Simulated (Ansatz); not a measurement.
Cubic perovskite SrTiO3 (cubic form, which distorts at low temperature), treated with LDA (plane waves, PAW; Ansatz, a first-principles code).

Run with plane-wave cutoff 520 eV, 10×10×10 k mesh, Fermi–Dirac smearing 0.01 eV, no spin polarisation, scalar-relativistic PAW data made under PBE.

Cell (relaxed at this level):

Space group Pm-3m (No. 221); a = 3.854 Å, b = 3.854 Å, c = 3.854 Å, α = 90.00°, β = 90.00°, γ = 90.00°

```
atom  site  symmetry       x       y       z
----  ----  --------  ------  ------  ------
Sr      1a      m-3m  0.0000  0.0000  0.0000
Ti      1b      m-3m  0.5000  0.5000  0.5000
O       3c    4/mm.m  0.0000  0.5000  0.5000
```

Task: What does this level give for the bulk modulus, band gap, smallest direct gap on the k points sampled and pressure derivative B′ of the bulk modulus?

Result: 
- bulk modulus: 202 GPa
- band gap: 1.85 eV
- smallest direct gap on the k points sampled: 2.17 eV
- pressure derivative B′ of the bulk modulus: 4.4

Measured, for comparison: band gap 3.59 eV (zero-point renormalisation of 336 meV (experimental, the table's column) added back here, indirect; inputs from Miglio et al. (2020), arXiv:2011.12765); bulk modulus 172 GPa (room temperature, no zero-point or thermal correction, Murnaghan fit, our sources range from 165 to 179; as tabulated in Guennou et al. (2010), arXiv:0910.0710). Computed (rounded) less measured: bulk modulus +17 % (+13 % to +22 % over the range).

Note: the relaxation could not lower the start's symmetry, so the cell can be a saddle point above a distorted one.

Spin–orbit coupling is not included.

The computed numbers hold no vibrational or temperature effects.
